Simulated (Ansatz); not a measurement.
Scan of [CH₃···H···CH₂], triplet

Starting geometry:

```xyz
8

C    -1.2005    0.0000    0.0000
H    -1.5637    1.0273    0.0000
H    -1.5637   -0.5137    0.8897
H    -1.5637   -0.5137   -0.8897
H    -0.1109    0.0000    0.0000
C     1.3135    0.0000    0.0000
H     1.7280    0.0000    0.9962
H     1.7280    0.0000   -0.9962
```

From there H5 is moved from one fragment to the other while all else, the fragments' distance too, stays fixed; atoms are numbered as listed. Energies are in kJ/mol, counted from the starting geometry at the same level.

Basis cc-pVDZ; Ansatz 0.2.0. Only valence electrons are correlated (noble-gas cores frozen). R marks a restricted (for open shells ROHF) determinant, U an unrestricted one. Active spaces: frontier = (10e, 10o) about the gap.

Runs in a small pair space aren't shown, since their orbitals change along the scan.

Full CI isn't at hand for all of this; UCCSDT(Q) serves as the reference, and is uncertain by about the last step of the cluster series. The frozen core follows each run's orbitals, which can shift R against U totals by a few meV.

```tsv
distance C1-H5 (Å)	NEVPT2 (frontier space)
1.090	0.0
1.137	-3.2
1.233	-2.5
1.328	0.2
1.424	16.5
```

**Question.** Estimate the UCCSDT(Q) curve in cc-pVDZ from this one, knowing how NEVPT2 (frontier space) errs.

**Answer.** The computed UCCSDT(Q) values, in kJ/mol from the starting point, and the error of NEVPT2 (frontier space) against them:
```json
{"distance C1-H5 (Å)": "1.090", "UCCSDT(Q)": "0.0", "NEVPT2 (frontier space) less UCCSDT(Q)": "0.0"}
{"distance C1-H5 (Å)": "1.137", "UCCSDT(Q)": "-2.2", "NEVPT2 (frontier space) less UCCSDT(Q)": "-1.0"}
{"distance C1-H5 (Å)": "1.233", "UCCSDT(Q)": "0.5", "NEVPT2 (frontier space) less UCCSDT(Q)": "-3.0"}
{"distance C1-H5 (Å)": "1.328", "UCCSDT(Q)": "4.7", "NEVPT2 (frontier space) less UCCSDT(Q)": "-4.5"}
{"distance C1-H5 (Å)": "1.424", "UCCSDT(Q)": "13.4", "NEVPT2 (frontier space) less UCCSDT(Q)": "3.1"}
```

The error spans 7.6 kJ/mol and is largest, -4.5 kJ/mol, at 1.328 Å.
